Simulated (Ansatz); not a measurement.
Born–Oppenheimer molecular dynamics of H3N (4 atoms, charge 0, multiplicity 1). It starts from a relaxed structure.

Theory: Ansatz 0.2.0, RKS B3LYP-D4/def2-SVP.

- ensemble: NVT, Nosé–Hoover chain
- time step: 0.5 fs
- steps asked: 166
- set temperature: 400 K
- thermostat: time constant 1 fs, chain length 1
- seed: 105329

First frame:

```xyz
4
Properties=species:S:1:pos:R:3
N -0.076 0.271 0.120
H 0.491 -0.308 0.744
H -0.883 -0.309 -0.122
H 0.468 0.346 -0.743
```

Problem. What does the run give?

Solution. The run went to its last step.

```json
{
 "steps done": "166",
 "time covered": "83 fs",
 "mean temperature over the second half": "387 K",
 "spread of the potential energy over the second half": "16.5 meV per atom",
 "mean potential energy of the second half above the start": "27.2 meV per atom"
}
```

The conserved energy stayed within 1.2 meV per atom of its start (net change 0.29 meV per atom), so the integration is sound. A run of 0.083 ps of so small a system gives no equilibrium averages.

Problem. What happens to the structure?

Solution. The same pairs are bonded in the first frame and the last. Pairs count as bonded within 1.25 times the sum of covalent radii (0.12 Å more for H–H). This is one draw of velocities; another would differ in detail.

Problem. How do temperature and energy run in time?

Solution. 
```csv
time (fs),T (K),potential energy less start (eV),conserved less start (meV/atom)
0.0,400,0.000,0.00
4.0,754,0.130,0.28
8.0,1564,0.150,0.68
12.0,311,0.010,0.08
16.0,585,0.155,0.64
20.0,761,0.117,0.45
24.0,245,0.019,0.01
28.0,588,0.217,0.85
32.0,369,0.090,0.15
36.0,201,0.034,-0.05
40.0,680,0.170,0.36
44.0,760,0.073,0.25
48.0,460,0.037,0.09
52.0,684,0.155,0.34
56.0,688,0.079,0.39
60.0,546,0.050,0.32
64.0,422,0.163,0.51
68.0,391,0.066,0.47
72.0,595,0.087,0.64
76.0,377,0.157,0.51
80.0,358,0.044,0.34
```

Run time: 31 s on 1 thread of Arm Neoverse V2 (shared host), peak memory 0.07 GiB.
